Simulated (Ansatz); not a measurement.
One change: `[CH3][AlH][OH]` becomes `[CH3][AlH][SiH3]`.

Ansatz, PBE0-D4/def2-TZVP geometries, multiplicity 1. Each molecule was computed in one conformer, which needn't be the lowest.

```json
{"property": "LUMO energy (B3LYP/def2-TZVPP) / eV", "`[CH3][AlH][OH]`": "-0.68"}
{"property": "LUMO energy (PBE/def2-TZVPP) / eV", "`[CH3][AlH][OH]`": "-1.21"}
{"property": "HOMO–LUMO gap (B3LYP/def2-TZVPP) / eV", "`[CH3][AlH][OH]`": "7.09"}
{"property": "size of the dipole moment (ωB97M-V/def2-TZVPP) / D", "`[CH3][AlH][OH]`": "0.60"}
{"property": "LUMO energy (ωB97M-V/def2-TZVPP) / eV", "`[CH3][AlH][OH]`": "1.11"}
{"property": "HOMO energy (PBE/def2-TZVPP) / eV", "`[CH3][AlH][OH]`": "-6.66"}
```

(1) What does the change do to each property? (Estimate.)

Results:

(1) Computed: 
```csv
property,`[CH3][AlH][SiH3]`,shift
LUMO energy (B3LYP/def2-TZVPP) / eV,-1.93,-1.25
LUMO energy (PBE/def2-TZVPP) / eV,-2.50,-1.29
HOMO–LUMO gap (B3LYP/def2-TZVPP) / eV,5.23,-1.86
size of the dipole moment (ωB97M-V/def2-TZVPP) / D,1.06,0.46
LUMO energy (ωB97M-V/def2-TZVPP) / eV,-0.12,-1.23
HOMO energy (PBE/def2-TZVPP) / eV,-6.27,0.39
```

With PBE0 the HOMO rises by 0.62 eV and the LUMO falls by 1.29 eV, so the gap narrows by about 1.91 eV. PBE moves the HOMO by 0.39 eV and ωB97M-V by 0.86 eV. Dipoles are sizes alone; their direction can turn.

B3LYP here is the variant with VWN-RPA as its local correlation; programs differ in this.
